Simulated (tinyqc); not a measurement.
Extended Hueckel theory, for PH3+, step by step. The parameters take no account of the charge, which enters only through the electron count. Computed by tinyqc, a small Python program that keeps every step (integrals from PySCF). Settings: charge = 1, K = 1.5, multiplicity = 2. Command: `OMP_NUM_THREADS=1 python tinyqc.py 22876 22877 out.jsonl` (the two numbers bound the seeds that draw the settings). One thread of a shared host (Intel(R) Xeon(R) Processor @ 2.60GHz), about 0.01 s of CPU time with the checks.

## Overlaps

Geometry (angstrom):
```
atom          x          y         z
P      0.000000   0.000000  0.508000
H      1.313000   0.000000  0.000000
H     -0.657000   1.137000  0.000000
H     -0.657000  -1.137000  0.000000
```

Parameters chosen for this run:
```
element  shell  Slater exponent   H_ii (eV)
P           3s         1.750000  -18.600000
P           3p         1.300000  -14.000000
H           1s         1.300000  -13.600000
```

Slater orbitals, each expanded in six Gaussians scaled to its exponent.

overlap S:
```
           1P 3s     1P 3px     1P 3py     1P 3pz      2H 1s      3H 1s      4H 1s
1P 3s   1.000000   0.000000   0.000000   0.000000   0.398613   0.398543   0.398543
1P 3px  0.000000   1.000000   0.000000   0.000000   0.510817  -0.255558  -0.255558
1P 3py  0.000000   0.000000   1.000000   0.000000   0.000000   0.442267  -0.442267
1P 3pz  0.000000   0.000000   0.000000   1.000000  -0.197635  -0.197600  -0.197600
2H 1s   0.398613   0.510817   0.000000  -0.197635   1.000000   0.063611   0.063611
3H 1s   0.398543  -0.255558   0.442267  -0.197600   0.063611   1.000000   0.063676
4H 1s   0.398543  -0.255558  -0.442267  -0.197600   0.063611   0.063676   1.000000
```

## Wolfsberg-Helmholz matrix

diagonal H_ii (eV): 1P 3s -18.600000, 1P 3px -14.000000, 1P 3py -14.000000, 1P 3pz -14.000000, 2H 1s -13.600000, 3H 1s -13.600000, 4H 1s -13.600000

K = 1.500000

H_ij = K' S_ij (H_ii + H_jj)/2 for i != j (the diagonal keeps H_ii), with K' = 1.5.

H (eV):
```
             1P 3s      1P 3px      1P 3py      1P 3pz       2H 1s       3H 1s       4H 1s
1P 3s   -18.600000    0.000000    0.000000    0.000000   -9.626501   -9.624824   -9.624824
1P 3px    0.000000  -14.000000    0.000000    0.000000  -10.573906    5.290048    5.290048
1P 3py    0.000000    0.000000  -14.000000    0.000000    0.000000   -9.154924    9.154924
1P 3pz    0.000000    0.000000    0.000000  -14.000000    4.091047    4.090326    4.090326
2H 1s    -9.626501  -10.573906    0.000000    4.091047  -13.600000   -1.297672   -1.297672
3H 1s    -9.624824    5.290048   -9.154924    4.090326   -1.297672  -13.600000   -1.298984
4H 1s    -9.624824    5.290048    9.154924    4.090326   -1.297672   -1.298984  -13.600000
```

## Orbitals

valence electrons = 7

Solve H C = S C e through S^(-1/2); fill by pairs from the bottom, a degenerate level sharing its electrons equally; each orbital has its largest coefficient positive (the first on a tie).

orbital energies (eV): -19.943786  -16.389537  -16.388684  -14.424795  -0.513660  -0.499670  3.957216

occupations: 2.000000  2.000000  2.000000  1.000000  0.000000  0.000000  0.000000

coefficients:
```
              MO1        MO2        MO3        MO4        MO5        MO6        MO7
1P 3s    0.727939   0.000069   0.000000   0.291070   0.000000   0.000588   1.130745
1P 3px  -0.000005   0.593009   0.000000  -0.000024   0.000000   1.169177  -0.000812
1P 3py   0.000000   0.000000   0.593096   0.000000   1.168705   0.000000   0.000000
1P 3pz  -0.014670   0.000017   0.000000   0.915246   0.000000  -0.000334  -0.617802
2H 1s    0.194518   0.428912   0.000000  -0.104552   0.000000  -1.019906  -0.758469
3H 1s    0.194486  -0.214518   0.371500  -0.104488  -0.882728   0.509478  -0.759183
4H 1s    0.194486  -0.214518  -0.371500  -0.104488   0.882728   0.509478  -0.759183
```

sum of one-electron energies = -119.868808 eV

## Mulliken analysis

P = C n C^T; charge = valence electrons (P 5, H 1) minus the sum of (P S)_ii on the atom; overlap population = 2 sum P_ij S_ij between two atoms.

charges: 1P 0.468566, 2H 0.177194, 3H 0.177120, 4H 0.177120

Overlap populations:
```
pair      value
2-1    0.761331
3-1    0.761306
3-2   -0.012396
4-1    0.761306
4-2   -0.012396
4-3   -0.012407
```
